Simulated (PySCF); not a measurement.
C2H6O, SMILES COC (connectivity only; charge and spin as stated), charge +1, multiplicity 2. Atoms are numbered in the order given.

```xyz
9

C      1.2253     0.0000     0.1885
O      0.0000     0.0000    -0.5034
C     -1.2253     0.0000     0.1885
H      1.0971     0.0000     1.2688
H      1.7747     0.8762    -0.1932
H      1.7747    -0.8762    -0.1932
H     -1.0971     0.0000     1.2688
H     -1.7747    -0.8762    -0.1932
H     -1.7747     0.8762    -0.1932
```
Charge +1, spin multiplicity 2.

Coordinates come from a ωB97X-D3(BJ)/def2-TZVP optimisation. The spin state was assumed, not searched.

Two levels are set side by side: PBE/pcH-1 (PySCF) and PBE0/pcH-1 (PySCF). Contact hyperfine couplings, same geometry. Differences are taken from unrounded values.

| quantity | PBE0 | PBE | PBE minus PBE0 |
|---|---|---|---|
| A(iso) of 13C, atom C1 (MHz) | -31.5 | -26.8 | 4.7 |
| A(iso) of 17O, atom O2 (MHz) | -70.6 | -40.8 | 29.8 |
| A(iso) of 13C, atom C3 (MHz) | -31.5 | -26.8 | 4.7 |
| A(iso) of 1H, atom H4 (MHz) | -4.3 | -5.6 | -1.3 |
| A(iso) of 1H, atom H5 (MHz) | 191.3 | 206.5 | 15.2 |
| A(iso) of 1H, atom H6 (MHz) | 191.3 | 206.5 | 15.2 |
| A(iso) of 1H, atom H7 (MHz) | -4.3 | -5.6 | -1.3 |
| A(iso) of 1H, atom H8 (MHz) | 191.3 | 206.5 | 15.2 |
| A(iso) of 1H, atom H9 (MHz) | 191.3 | 206.5 | 15.2 |

Rough cost on one machine, each run with all the roots and properties that it gave: PBE0 against PBE within a factor of 2.
